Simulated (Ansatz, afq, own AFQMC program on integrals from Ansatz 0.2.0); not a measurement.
Where AFQMC and coupled cluster stand for WH⁺, septet

```xyz
2

W     0.0000    0.0000    0.0000
H     0.0000    0.0000    2.5480
```

Basis def2-TZVPP with its core potentials. Only valence electrons are correlated. Ansatz 0.2.0 and our own AFQMC program on the same integrals; the CISD trial comes from CCSD amplitudes, and released means the phaseless constraint is let go. Free AFQMC starts from the CCSD state and is never constrained. Its projection time is finite, and what remains of the start isn't in its error. Error bars are statistical, one sigma. No spin–orbit coupling. The metal's outer-core s and p shells are frozen, which shifts wave-function levels against functionals.

Determinant: UHF, the one that the program's search chose, which needn't be the lowest solution. The geometry is a point of a scan.

No full CI on the walks' own integrals is used here; CCSDT(Q) serves as the reference and is uncertain by about the last step of the cluster series.

Cautions: no spin-orbit coupling; outer-core shells of the metal frozen; lower spins were not checked; higher spins were not checked; the ph-AFQMC/HF walk drifts between its halves (2.1 errors).

```
T1 diagnostic                               : 0.0332
weight of the determinant in the CISD state : 0.957
⟨S²⟩ of the determinant                     : 12.005
size of the correlated space                : 6 electrons in 66 orbitals
```

Reference: CCSDT(Q), correlation energy -1.710 eV. The released energy is read at 3.00 1/Eh, later times being too noisy (meV from the phaseless value at times in 1/Eh: -3.9 ± 0.7 at 0.60, -5.6 ± 0.6 at 1.20, -6.2 ± 1.1 at 2.00, -6.9 ± 1.0 at 3.00, -1 ± 4 at 4.20).

```json
{"level": "HF", "E − E(reference) (kcal/mol)": "39.45", "share of correlation (%)": "0.00"}
{"level": "MP2", "E − E(reference) (kcal/mol)": "6.28", "share of correlation (%)": "84.08"}
{"level": "CCSD", "E − E(reference) (kcal/mol)": "0.87", "share of correlation (%)": "97.80"}
{"level": "CCSD(T)", "E − E(reference) (kcal/mol)": "0.15", "share of correlation (%)": "99.61"}
{"level": "CCSDT", "E − E(reference) (kcal/mol)": "0.01", "share of correlation (%)": "99.97"}
{"level": "ph-AFQMC/HF", "E − E(reference) (kcal/mol)": "1.93 ± 0.21", "share of correlation (%)": "95.11"}
{"level": "ph-AFQMC/CISD", "E − E(reference) (kcal/mol)": "0.17 ± 0.01", "share of correlation (%)": "99.56"}
{"level": "released AFQMC", "E − E(reference) (kcal/mol)": "0.01 ± 0.02", "share of correlation (%)": "99.96"}
{"level": "free AFQMC", "E − E(reference) (kcal/mol)": "0.00 ± 0.02", "share of correlation (%)": "99.99"}
```

Free projections are given only where their last times agree within the noise and don't stop above the reference; a slow remainder of the start can still hide under it. A walk keeps the symmetry of its determinant, which the program's search chose and which needn't be the lowest solution, so a lower state of the same spin and another symmetry isn't excluded. Released energies are given only where the last usable release times agree within the noise; a slower fall can still hide under it.
